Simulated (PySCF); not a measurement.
Molecule: `C/C=C(/C)F`, C4H7F.

Geometry (Å), atoms numbered from 1 in this order:
```xyz
12

C     1.9412    0.1260    0.2502
C     0.5532   -0.4138    0.1477
C    -0.5362    0.3106   -0.0495
C    -1.9457   -0.1604   -0.1609
F    -0.4342    1.6623   -0.1757
H     1.9454    1.2064    0.1371
H     2.3721   -0.1306    1.2177
H     2.5719   -0.3137   -0.5221
H     0.4405   -1.4828    0.2445
H    -2.5552    0.3072    0.6121
H    -1.9942   -1.2390   -0.0549
H    -2.3576    0.1271   -1.1281
```

Frames of a GFN2-xTB Langevin trajectory at 300 K; GIAO PBE0/pcSseg-1 shieldings in PySCF 2.14, gas phase, non-relativistic; equivalent atoms averaged within each frame.

Scale: TMS for ¹³C (σref 186.93) and ¹H (σref 31.72); ¹⁹F (σref 170.95) against CFCl3 (reference shieldings calculated alike). The references are static minima.

Q: How do the shifts (ppm) fluctuate along the trajectory?

A: 
```tsv
time (fs)	C3	C2	C4	C1	F5	H9	H10/H11/H12	H6/H7/H8
optimised geometry	167.0	108.0	21.3	12.4	-108.1	4.71	1.99	1.78
250	167.6	109.6	22.5	10.7	-103.0	4.38	2.23	1.62
425	167.1	108.4	12.7	12.6	-95.1	4.78	1.21	1.71
625	174.7	114.1	17.3	17.9	-68.5	5.55	1.81	2.82
800	166.4	117.2	17.3	19.0	-113.8	4.75	1.37	2.74
1000	173.1	104.5	21.5	8.6	-79.3	4.86	2.06	1.66
mean of frames	169.8	110.8	18.2	13.8	-91.9	4.87	1.74	2.11
standard deviation	3.8	5.0	3.9	4.5	18.2	0.43	0.44	0.61
```

5 frames give an uncertainty of the mean of about the standard deviation over 2.2 at best, since frames this close in time may not be independent; classical motion lacks zero-point vibration, and the reference would need the same averaging.
